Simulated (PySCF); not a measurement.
**P2 at RHF-CCSD(T)**

Level: RHF-CCSD(T). basis P def2-TZVPP; no relativity; PySCF 2.14.

```
state                          : ¹Σg⁺ (singlet), closed shell
bond length                    : 3.606 bohr
harmonic wavenumber            : 776 cm⁻¹
force constant                 : 5.50 mdyn/Å
rotational constant Be         : 0.2989 cm⁻¹
anharmonicity ωexe             : 2.80 cm⁻¹
vibration–rotation constant αe : 0.00143 cm⁻¹
well depth De to P + P         : 4.57 eV
dissociation energy D0         : 4.53 eV
```

Correlated steps freeze 10 core orbitals. Where the molecule has an RHF reference, its open-shell atoms are computed with UHF.
